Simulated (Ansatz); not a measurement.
Species: C₂H₃O (charge 0, doublet). It need not be the lowest isomer of its formula. 
Coordinates optimised at B3LYP-D3(BJ)/def2-TZVP (Ansatz, a first-principles code):
```
C
O 1 1.2320
H 1 1.1046 2 120.09
C 1 1.4198 3 116.82 2 -180.00
H 4 1.0821 1 121.11 3 0.00
H 4 1.0821 5 119.53 1 180.00
```
Charge 0, spin multiplicity 2.

Basis-set convergence of Hartree-Fock and MP2 correlation energies (hartree) with Ansatz. Valence correlation only, unless marked. Open shells are spin-unrestricted. Spin-orbit coupling is left out. Non-relativistic.

The UHF reference is spin-contaminated (<S^2> 0.17 over the pure value in the largest basis). 

```
basis    functions       E(HF)  E(corr, MP2)
-------  ---------  ----------  ------------
cc-pVDZ          -  -152.31340      -0.40413
cc-pVTZ        132           …             …
```

### Question
What belongs in the gaps?

### Answer

- cc-pVTZ, E(HF): -152.35765
- cc-pVTZ, E(corr, MP2): -0.50983
